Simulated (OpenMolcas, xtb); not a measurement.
How methods differ on CH3AlO (SMILES [CH3][Al]=[O])

CH3AlO: 6 atoms, total charge 0, spin state singlet. SMILES: `[CH3][Al]=[O]`. The shape is that of a PBE0-D4/def2-TZVP optimisation.

Quantity: the HOMO–LUMO gap, in eV. The values are calculated.

```tsv
level	kind	program	value (eV)	CPU time
GFN1-xTB	semi-empirical	xtb	4.73	under 2 s
HF/aug-cc-pVDZ	Hartree–Fock	OpenMolcas	10.83	12 s
SVWN5/aug-cc-pVDZ	LDA	OpenMolcas	3.69	29 s
revPBE/aug-cc-pVDZ	GGA	OpenMolcas	3.65	40 s
r2SCAN/aug-cc-pVDZ	meta-GGA	OpenMolcas	4.23	56 s
B3LYP/aug-cc-pVDZ	global hybrid	OpenMolcas	5.19	37 s
M06-2X/aug-cc-pVDZ	hybrid meta-GGA	OpenMolcas	7.61	54 s
B2PLYP/aug-cc-pVDZ	double hybrid	OpenMolcas	7.66	32 s
```

The values span 3.65 to 10.83 eV. Orbital gaps aren't excitation energies, and those of double hybrids come from the SCF part alone; they tend to grow with the share of exact exchange. Times are those of the runs behind each value, whatever else they computed, on shared processors of several kinds: orders of magnitude only.
